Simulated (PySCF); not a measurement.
# C4H10 (CH3 ... C2H4 ... CH3): the cost of one run

Programs: PySCF 2.14.0, with routines of our own; each step states its level. All values are computed. Atoms count from 0.

## 1. The system as given

14 atoms, charge 0, high-spin multiplicity 3; geometry from: GFN2-xTB fragments, placed rigidly.

The system (radical pair across a spacer): CH3···C2H4···CH3. The radical centres are 5.32 Å apart, tilted by 45 degrees; the spin sites are atoms 0, 1, 2, 3 (1 unpaired) and atoms 4, 5, 6, 7 (1 unpaired).

## 2. Magnetic exchange: CASSCF and SC-NEVPT2/def2-SVP (2,2)

What the job is given:

```
{"job": {"kind": "cas", "basis": "def2-SVP", "active": "magnetic", "zfs": true}, "charge": 0, "high_spin_multiplicity": 3, "spin_sites": [[[0, 1, 2, 3], 1], [[4, 5, 6, 7], 1]]}
C     -0.000000    -0.000000    -2.660700
H      0.651900    -0.845100    -2.661000
H      0.406000     0.987200    -2.661000
H     -1.058100    -0.141900    -2.661000
C     -0.000000    -0.000000     2.660700
H      0.461100     0.845100     2.199900
H      0.287200    -0.987200     2.373800
H     -0.748000     0.141900     3.409100
C      0.658100     0.000200     0.000400
C     -0.658200     0.000200     0.000200
H      1.228900    -0.914100     0.000600
H      1.229700     0.913800    -0.000900
H     -1.229700     0.913900     0.000600
H     -1.229000    -0.914000    -0.000800
```

With the program's defaults for keys left out, this is: CASSCF and SC-NEVPT2/def2-SVP spin states, gas phase.

The run is started by

```console
OMP_NUM_THREADS=1 python exch_run.py task.json out
```

The driver reads the jobs from task.json and runs them one after another.

**Question.** How long does this first job take on 1 thread of Arm Neoverse V1, shared host, and how much memory does it need?

About 9 s, with a peak of 0.27 GiB.
